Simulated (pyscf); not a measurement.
# Four-centre exchange: `[OH][Zr]([OH])([OH])[Cl]` + `[H][H]` -> `[OH2]` + `[OH][ZrH]([OH])[Cl]`

Gas phase, singlet surface, charge 0. Bonds broken: O1–Zr2, H9–H10. Bonds formed: O1–H9, Zr2–H10. Structures and frequencies: ωB97X-D3(BJ)/def2-SVP in PySCF.

Transition state (Å):

```xyz
10

O      0.6546     0.0484     1.9106
Zr    -0.3274    -0.0287    -0.0246
O     -1.1608    -1.7102     0.3434
O     -1.4499     1.4967     0.1369
Cl     0.0064    -0.2181    -2.3789
H      0.7737    -0.7498     2.4410
H     -1.7342    -2.4722     0.2545
H     -2.1476     2.1521     0.1139
H      1.4824     0.1512     1.0286
H      1.7073     0.2536     0.0123
```

One imaginary mode, 1108i cm⁻¹; descent along it reached the two sides named, in the forms told below.

```tsv
bond	change	reactant side (Å)	saddle	product side
O1–Zr2	breaks	1.914	2.171	2.358
H9–H10	breaks	0.760	1.046	2.395
O1–H9	forms	3.2	1.214	0.967
Zr2–H10	forms	3.3	2.054	1.872
```

Electronic energies relative to the separated reactants (kJ/mol):

| level | barrier | reaction energy | reverse barrier |
|---|---|---|---|
| ωB97X-D3(BJ)/def2-TZVP | 131.9 | +157.0 | -25.1 |
| PBE/def2-TZVP | 117.7 | +150.7 | -33.0 |
| r²SCAN/def2-TZVP | 123.3 | +161.0 | -37.7 |
| B3LYP-D3(BJ)/def2-TZVP | 133.5 | +155.5 | -22.0 |
| PBE0-D3(BJ)/def2-TZVP | 120.8 | +148.5 | -27.8 |
| M06-2X/def2-TZVP | 138.5 | +158.7 | -20.1 |
| ωB97M-D3(BJ)/def2-TZVP | 134.9 | +149.7 | -14.8 |
| HF/def2-TZVP | 183.7 | +140.0 | 43.7 |

With ωB97M-D3(BJ)/def2-TZVP energies and thermal terms (ideal gas, 1 atm, RRHO with modes under 100 cm⁻¹ raised to 100, one conformer, R ln 2 for chiral ones without a mode under 150 cm⁻¹), in kJ/mol:

```csv
T (K),ΔH‡,ΔG‡,ΔH,ΔG
298,138.6,173.0,+159.7,+151.0
600,134.0,209.9,+154.1,+144.5
900,132.7,248.3,+150.1,+140.7
1200,133.2,286.7,+147.3,+138.0
```

On the product side the descent ends in an adduct with a O–Zr contact, 69.1 kJ/mol under the separated species and 43.9 kJ/mol under the saddle at ωB97X-D3(BJ)/def2-TZVP. At ωB97X-D3(BJ)/def2-TZVP, PBE, r²SCAN, B3LYP-D3(BJ), PBE0-D3(BJ), M06-2X, ωB97M-D3(BJ) the saddle lies under the separated products, which points to a path from their complex (located at ωB97X-D3(BJ) alone), and parting the products costs more than the saddle. What is counted as broken (O–Zr) persists as a longer contact in the product adduct; parting that adduct is a step of its own. At the saddle there is also a short H–Zr contact that neither side keeps. This is the saddle that the search found; another between the same sides may lie lower. Elements past Kr carry the def2 core potentials, without spin-orbit coupling.
